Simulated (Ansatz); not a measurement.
C₃H₈O₂ (`CC(O)CO`), relaxed with RKS PBE0-D4/def2-TZVP in Ansatz from a PBE-D4/def2-SVP geometry. The force threshold is 0.005 eV/Å; the program also tests the step.

The species carries charge 0 and has multiplicity 1.

Start:

```xyz
13

C    -1.503   -0.300   -0.613
C    -0.371    0.402    0.122
O    -0.578    0.265    1.517
C     1.003   -0.164   -0.237
O     1.943    0.510    0.597
H    -2.476    0.132   -0.309
H    -1.516   -1.380   -0.360
H    -1.399   -0.189   -1.711
H    -0.363    1.485   -0.171
H     0.284    0.520    1.908
H     0.996   -1.263   -0.041
H     1.218   -0.006   -1.322
H     2.763   -0.013    0.619
```

Q: By how much does the energy fall, and how many steps does the optimiser take? (Best estimate.)

A: Ansatz gave: 5.69 kJ/mol, in 7 steps.

Q: Which bonds change most? (Best estimate.)

A: Computed: C2–H9 from 1.122 to 1.102 Å; C4–H12 from 1.117 to 1.098 Å; C4–H11 from 1.117 to 1.098 Å; C1–H7 from 1.109 to 1.093 Å.

Q: Give the relaxed structure. (An estimate is asked.)

A: Computed: 
```xyz
13

C    -1.483   -0.292   -0.616
C    -0.364    0.395    0.127
O    -0.597    0.248    1.512
C     0.990   -0.181   -0.230
O     1.950    0.501    0.559
H    -2.443    0.138   -0.325
H    -1.502   -1.358   -0.376
H    -1.366   -0.174   -1.695
H    -0.350    1.464   -0.136
H     0.210    0.537    1.953
H     0.989   -1.256   -0.007
H     1.187   -0.041   -1.301
H     2.779    0.019    0.534
```
